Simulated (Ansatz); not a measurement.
Run this with Ansatz 0.2.0, Python API and show what comes out.

`run_adiabatic.py`:
```python
"""Vertical and adiabatic ionisation of C2H2S."""

import ansatz as az
import numpy as np

BASIS = "6-31G*"
XC = "b3lyp"
VDW = "d3bj"
CHARGE = 1

mol = (
    az.Crystal.molecule()
    .atom("C", (0.6309, -0.321, 0.12))
    .atom("C", (-0.5835, 0.2527, -0.1126))
    .atom("S", (-2.2221, 0.9934, -0.4302))
    .atom("H", (1.5026, -0.0143, -0.5229))
    .atom("H", (0.7221, -0.9844, 0.9043))
)

calc = mol.calculation()
calc = calc.basis(gaussian=BASIS)
calc = calc.functional(XC, dispersion=VDW)
symbols = [site.symbol for site in mol.cartesian_sites]
start = np.array([site.position_ang for site in mol.cartesian_sites], dtype=float)
r = calc.relax(force_tolerance=0.01).run(threads=1).report
end = np.array(r["positions_ang"])

minimum = az.Crystal.molecule()
for symbol, place in zip(symbols, end):
    minimum = minimum.atom(symbol, place.tolist())
ion = minimum.calculation()
ion = ion.basis(gaussian=BASIS)
ion = ion.functional(XC, dispersion=VDW)
ion = ion.charge(CHARGE)
ion = ion.spin("collinear", total=1)
vertical = ion.run(threads=1).report
settled = ion.relax(force_tolerance=0.01, max_steps=80).run(threads=1).report
print(f"vertical ionisation energy   {vertical['free_energy_ev'] - r['free_energy_ev']:.3f} eV")
print(f"adiabatic, no zero point     {settled['free_energy_ev'] - r['free_energy_ev']:.3f} eV")
print(f"relaxation energy of the ion {vertical['free_energy_ev'] - settled['free_energy_ev']:.3f} eV")
ionised = np.array(settled["positions_ang"])
print("final positions (A) and the move of each atom")
for symbol, xyz, old in zip(symbols, ionised, end):
    print(f"{symbol:2s} {xyz[0]:10.5f} {xyz[1]:10.5f} {xyz[2]:10.5f}   {np.linalg.norm(xyz - old):7.4f}")
```

```console
$ python run_adiabatic.py
vertical ionisation energy   8.796 eV
adiabatic, no zero point     8.725 eV
relaxation energy of the ion 0.071 eV
final positions (A) and the move of each atom
C     0.56840   -0.27155    0.09672    0.0083
C    -0.63824    0.28345   -0.13015    0.0295
S    -2.00467    0.91176   -0.38724    0.0130
H     1.42708    0.00513   -0.51821    0.0097
H     0.69744   -1.00240    0.89748    0.0097
```

What to keep in mind:
- The energies are electronic: no zero-point or thermal terms, and the basis set is short of its limit. The product may relax into another structure. The relaxation finds the nearest minimum, so the adiabatic value is an upper bound.
- b3lyp holds the VWN-RPA fit, as in Gaussian; the form of ORCA and Turbomole is b3lyp5.
- The whole script took 27 s on 1 thread of Arm Neoverse V1, on a shared host, peak memory 0.2 GiB.
